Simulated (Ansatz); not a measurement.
# AlNH₂ (triplet): RPA-PBE over vertical spin and charge gaps, 6-31G

Aim: run AlNH₂ (triplet) with these functionals over vertical spin and charge gaps, and hold them against the top wave-function level at the same points.

Program: Ansatz 0.2.0, Gaussian basis. Level of theory: 6-31G, all electrons in the functionals, frozen cores in the correlation of double hybrids and RPA. These are calculated values, not measurements.

Plan: RPA-PBE, at charge 0, triplet; charge 0, singlet; charge 0, quintet; charge 1, doublet; charge 1, quartet.

10 further runs of the same task are left out: 4 for a known fault of the program, 6 set aside as unsound or not needed.

### 1 What is computed

The geometry is a PBE0/def2-TZVP stationary point (not a proven minimum).

4 atoms, charge 0, spin multiplicity 3.

Atoms are counted from 1 here; the program's logs count them from 0.

Bond lengths: Al1–N2 1.768 Å, Al1–H3 1.611 Å, N2–H4 1.009 Å. Angles: N2–Al1–H3 113.2°, Al1–N2–H4 161.1°.

No dispersion term is added.

The geometry shown and the zero of energy belong to the point charge 0, triplet. The yardstick, FCI, and other wave-function levels (R restricted, U unrestricted, valence and pair active spaces) come from earlier runs.

### 2 RPA-PBE, charge 0, triplet

Input file in.yaml:

```yaml
crystal:
  periodic: [false, false, false]
  atoms:
    - {symbol: Al, position_ang: [0.000000, -0.084877, 0.620504]}
    - {symbol: N, position_ang: [0.000000, 0.035620, -1.143535]}
    - {symbol: H, position_ang: [0.000000, 1.349999, 1.353786]}
    - {symbol: H, position_ang: [0.000000, 0.427096, -2.073077]}
basis:
  gaussian: {orbitals: 6-31G}
magnetization: {spin_polarized: true, initial_magnetization: 2}
hamiltonian: {xc: {name: PBE}}
correlation: {method: rpa, electrons: outside_noble_gas}
```

Launch:

```bash
$ ansatz run in.yaml --threads 1 --pin off --events-out ev --progress --plain --max-ram 4096MiB --backend cpu
```

After this run come: RPA-PBE, charge 0, singlet; RPA-PBE, charge 0, quintet; RPA-PBE, charge 1, doublet; RPA-PBE, charge 1, quartet.

**Question.** What will the summary of the whole plan be? Wanted: triplet to singlet, FCI; triplet to quintet, FCI; ionisation to the doublet cation, FCI; ionisation to the quartet cation, FCI; largest miss, RPA-PBE.

As calculated:

| quantity | value |
| --- | --- |
| triplet to singlet, FCI | -0.734 eV |
| triplet to quintet, FCI | 3.973 eV |
| ionisation to the doublet cation, FCI | 7.540 eV |
| ionisation to the quartet cation, FCI | 8.869 eV |
| largest miss, RPA-PBE | +0.107 eV (ionisation to the quartet cation) |

In words: RPA-PBE strays by up to 0.107 eV, at ionisation to the quartet cation. RPA-PBE clearly breaks the spin symmetry at some points (⟨S²⟩ up to 0.41 above the pure value), so energy there is bought with a mixed spin. Functionals and the yardstick converge differently with the basis, so part of each miss in 6-31G is the basis.
